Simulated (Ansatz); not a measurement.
fcc Ir, treated with r²SCAN (plane waves, PAW; Ansatz, a quantum-chemistry and plane-wave program).

A relaxed, unreconstructed slab of the (211) face has 24 atoms, two equal faces of 18.108 Å² each and an energy of -286762.5836 eV. A bulk cell of 6 atoms with the same orientation and in-plane k mesh has -71692.3434 eV. Energies are extrapolated to zero smearing.

Numerical settings: plane-wave cutoff 500 eV, 8×20×1 k mesh (along the axes of the cell as run), Fermi–Dirac smearing 0.1 eV, scalar-relativistic PAW data made under PBE.

Worked out: γ = (E_slab − N E_bulk per atom)/2A = [-286762.5836 − 24 × (-71692.3434/6)]/(2 × 18.108) = 0.1875 eV/Å². With 16.022 J/m² per eV/Å² this is 3.00 J/m², or 3.39 eV per surface cell and face.
